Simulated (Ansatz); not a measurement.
# Worked example: correlation energy of [BH$_{2}$···H···H], doublet

All five atoms lie in one plane.

Geometry: a point of a hydrogen-transfer path between rigid fragments, not a stationary point.

```xyz
5

B    -0.1663    0.0000    0.0000
H    -0.7630    1.0336    0.0000
H    -0.7630   -1.0336    0.0000
H     1.0272    0.0000    0.0000
H     2.2827    0.0000    0.0000
```

Basis 6-31G; Ansatz 0.2.0. Correlated methods freeze the noble-gas cores, which leaves 7 electrons in 16 orbitals. R marks a restricted (for open shells ROHF) determinant, U an unrestricted one.

Full CI is exact within this basis and frozen core; it isn't the basis-set limit. The frozen core follows each run's orbitals, which can shift R against U totals by a few meV.

Runs differ by some tens of microhartree through their thresholds and, for an open shell, their frozen cores, so steps under 0.1 kcal/mol mean nothing.

| level | total energy (hartree) |
| --- | --- |
| UHF | -26.853068 |
| UMP2 | -26.909706 |
| UCCSD | -26.927595 |
| UCCSD(T) | -26.928502 |
| UCCSDT | -26.928801 |
| UCCSDT(Q) | -26.928821 |
| UCCSDTQ | -26.928826 |
| full CI | -26.928826 |

Problem. What is the correlation energy at full CI, and what share of it do UMP2 and UCCSD recover?

Solution. E(corr) = -26.928826 − (-26.853068) = -0.075758 hartree = -2.061 eV. UMP2: -0.056638 / -0.075758 = 74.76 %. UCCSD: -0.074527 / -0.075758 = 98.38 %.

Problem. By how many kcal/mol does UCCSD(T) miss full CI (1 hartree = 627.509 kcal/mol), and which steps make up the rest?

Solution. -26.928502 − (-26.928826) = 0.000324 hartree = 0.20 kcal/mol. Steps: UCCSDT − UCCSD(T) = -0.19, UCCSDT(Q) − UCCSDT = -0.01, UCCSDTQ − UCCSDT(Q) = 0.00, full CI − UCCSDTQ = 0.00 kcal/mol. That is within 1 kcal/mol of the reference in this basis, which itself misses far more of the correlation at the basis-set limit.
